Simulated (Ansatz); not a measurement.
**triplet O2: levels of theory in one basis**

```xyz
2

O     0.0000    0.0000    0.0000
O     0.0000    0.0000    1.4300
```

Basis set: def2-SVP (spherical functions). Frozen core: 2 orbitals. Correlation on ROHF uses semicanonical orbitals with singles. Charge 0, multiplicity 3.

Computed with Ansatz (development build ahead of 0.2.0); each method stands on the lowest determinant of its kind that the runs found.

| method | E − E(ROHF) (eV) | <S²> of the determinant |
| --- | --- | --- |
| ROHF | 0.00 | 2.00 |
| UHF | -0.30 | 2.02 |
| ROHF-MP2 | -8.69 | – |

(1) What does UHF-MP2 give on the same scale?

(2) Is a single determinant a sound starting point here?

Results:

(1) -8.75 eV.

(2) Only with care. Unrestricted orbitals gain 0.30 eV and <S²> is 2.02 against 2.00 for a pure state, but bonds are stretched.

Caution for ROHF-MP2, UHF-MP2: bonds are stretched, where a single reference can fail.
